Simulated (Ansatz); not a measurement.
A nudged elastic band was laid between two geometries of AlH5OS (8 atoms, charge 0, multiplicity 1).

All numbers below come from Ansatz, RKS PBE/def2-SVP.

```yaml
movable_images: 1
climbing_image: no
spring: 5.0 eV/Å²
optimiser: quadratic models (default)
start_path: through a guess of the saddle point
force_threshold: 0.05 eV/Å
iteration_limit: 60
end_points: relaxed
```

Initial state:

```xyz
8
Properties=species:S:1:pos:R:3
Al -0.011 0.129 0.217
O -0.220 -0.317 1.924
H -0.986 -0.840 2.212
H 1.498 0.064 -0.309
H -1.299 0.020 -0.731
S -0.070 2.588 1.130
H 1.277 2.614 1.341
H -0.258 1.614 2.107
```

Final state:

```xyz
8
Properties=species:S:1:pos:R:3
Al 0.087 0.496 0.124
O -0.235 -0.169 2.024
H -1.095 -0.614 2.175
H 1.547 -0.017 -0.270
H -1.264 0.018 -0.596
S -0.059 2.632 0.919
H 1.281 2.766 1.133
H -0.329 0.760 2.383
```

Which bonds break or form, and what moves?

Bonds broken: S6–H8. Bonds formed: O2–H8.

Give the energies along the band, and the barrier.

The run converged. The highest image is number 0 of 0 to 2, 0.0 kcal/mol above the first end and 8.7 kcal/mol above the last; the last end lies 8.7 kcal/mol below the first. The highest image is an end point: on this band no image between the ends rises above it. So few images can step over the top or miss a turn of the path. The orbitals stay closed-shell, which can raise the energy where a bond breaks towards radicals; this wasn't checked here.

```json
{"image": "0", "path coordinate (Å)": "0.00", "energy (kcal/mol)": "0.0", "S6–H8 (Å)": "1.39", "O2–H8 (Å)": "1.94"}
{"image": "1", "path coordinate (Å)": "0.63", "energy (kcal/mol)": "-1.8", "S6–H8 (Å)": "1.76", "O2–H8 (Å)": "1.21"}
{"image": "2", "path coordinate (Å)": "1.27", "energy (kcal/mol)": "-8.7", "S6–H8 (Å)": "2.39", "O2–H8 (Å)": "1.00"}
```

The band took 9 iterations and of the order of 23 core-seconds.

Time of the run: 23 s on 1 thread of Arm Neoverse V1, with other jobs on the host, peak memory 0.14 GiB.
